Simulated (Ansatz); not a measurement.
What a trial cell of Li2Si3 relaxes into

Level of theory: DFT PBE, scalar-relativistic, plane waves, PAW in Ansatz. Cutoff 420 eV, Γ-centred k mesh, Gaussian smearing, no spin polarisation in the final step.

The start puts Li2Si3 on the tetradymite structure type (R-3m, No. 166), with Li in place of Bi, Si in place of Te, at a guessed volume.

```yaml
crystal:
  lattice:
    - [1.63269, 0.94263, 7.56835]
    - [-1.63269, 0.94263, 7.56835]
    - [0.00000, -1.88527, 7.56835]
  atoms:
    - { symbol: Li, position: [0.40000, 0.40000, 0.40000] }
    - { symbol: Li, position: [0.60000, 0.60000, 0.60000] }
    - { symbol: Si, position: [0.00000, 0.00000, 0.00000] }
    - { symbol: Si, position: [0.20950, 0.20950, 0.20950] }
    - { symbol: Si, position: [0.79050, 0.79050, 0.79050] }
```

Cell and atoms relax at zero pressure; the relaxation can't lower the symmetry of the start. After a coarse first stage the cell is made exact in the group found at 0.06 Å.

Energies over the elements count from the elements' standard structures at the same level, with no empirical corrections.

(1) What does it relax into?

(2) What are its volume, energy, density and gap?

## Answers

(1) It keeps R-3m (No. 166), but not the shape of the type it started on. Conventional cell: a = 2.857 Å, c = 31.242 Å. Li has 6 Si at 2.68–2.69 Å and 6 Li at 2.86 Å; around Si on Wyckoff site a (1 atom of the primitive cell) lie 6 Li at 2.69 Å and 6 Si at 2.86 Å; Si on Wyckoff site c (2 atoms of the primitive cell) has 3 Si at 2.56 Å, 3 Li at 2.68 Å and 6 Si at 2.86 Å.

```xyz
5
Lattice="1.4284 0.8247 10.4140 -1.4284 0.8247 10.4140 0.0000 -1.6493 10.4140" Properties=species:S:1:pos:R:3 pbc="T T T"
Li    0.0000    0.0000   12.5335
Li    0.0000    0.0000   18.7086
Si    0.0000    0.0000    0.0000
Si    0.0000    0.0000    6.1872
Si    0.0000    0.0000   25.0549
```

(2) The volume per atom is 14.72 Å³. The density is 2.21 g/cm³, the energy over the elements is 0.09 eV/atom and the gap on the 18×18×18 mesh is 0 eV (a metal).

The final run used a 18×18×18 mesh on its 5-atom cell and 0.10 eV smearing. For metals, differences of a few meV/atom aren't resolved. A structure relaxed within its symmetry needn't be a true minimum. The steps took of the order of 2.5 core-minutes in all.